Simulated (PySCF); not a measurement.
Gas-phase reaction: 2 H3SiCCH + C4H6 (butadiene) ⇌ 2 H2CSiH2 + 3 C2H2 (acetylene)

Energies from PySCF (xtb for GFN2), thermal terms from the rigid-rotor harmonic-oscillator model, ideal gas at 1 bar. † marks an energy on the PBE0/def2-TZVP geometry and frequencies; other levels use their own. MP2 freezes the core. 6-31G* has spherical d functions here. All species are closed-shell singlets. B3LYP is the form with VWN-RPA correlation. H2CSiH2: computed as isolated molecules; such fragments, hydroxides, amides, oligomers or adducts are transient or little studied in the gas. MP2 isn't extrapolated to the basis-set limit; its ΔH°(298 K) is 513.8 kJ in def2-SVP and 500.6 kJ in def2-TZVPP. The harmonic model lacks anharmonicity and excited electronic states, which grow with temperature; levels with a mode under 35 cm⁻¹ are left out. Internal rotation in C4H6 (butadiene) is treated as a harmonic vibration of one conformer, which makes the entropy rough.

```
level               ΔE electronic, kJ  ΔH°(298 K), kJ  ΔS°(298 K), J/K  ΔG°(1000 K), kJ
------------------  -----------------  --------------  ---------------  ---------------
B3LYP/6-31G*                      553             532              284              240
B3LYP/def2-TZVP†                  507             488              278              204
BLYP/def2-TZVP†                   473             454              278              170
GFN2-xTB                          511             496              282              209
HF/6-31G*                         584             564              276              282
HF/def2-TZVP†                     548             529              278              244
MP2/def2-SVP†                     533             514              278              229
ωB97X-V/def2-TZVP†                551             531              278              247
```
ΔH° is lowest at BLYP/def2-TZVP† and highest at HF/6-31G*. No reference value is set beside these.
